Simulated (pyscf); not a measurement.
Thermochemistry of product channels of `[OH][SiH2][OH]` + `[H]` [doublet] on the doublet surface, in kcal/mol, from ωB97M-D3(BJ)/def2-TZVP energies (ideal gas, 1 atm, RRHO with modes under 100 cm⁻¹ raised to 100, one conformer, R ln 2 for rigid chiral ones). Structures and frequencies: ωB97X-D3(BJ)/def2-SVP in PySCF.

```tsv
products	ΔE	ΔH(298 K)	ΔG(600 K)	ΔG(900 K)
`[OH][SiH][OH]` [doublet] + `[H][H]`	___	-7.1	-11.4	___
`[O][SiH2][OH]` [doublet] + `[H][H]`	+14.8	+13.5	+10.2	+8.7
```

What belongs in the gaps?


- `[OH][SiH][OH]` [doublet] + `[H][H]`, ΔE: -7.6
- `[OH][SiH][OH]` [doublet] + `[H][H]`, ΔG(900 K): -13.6

These are energies of the channels, which say nothing of barriers.
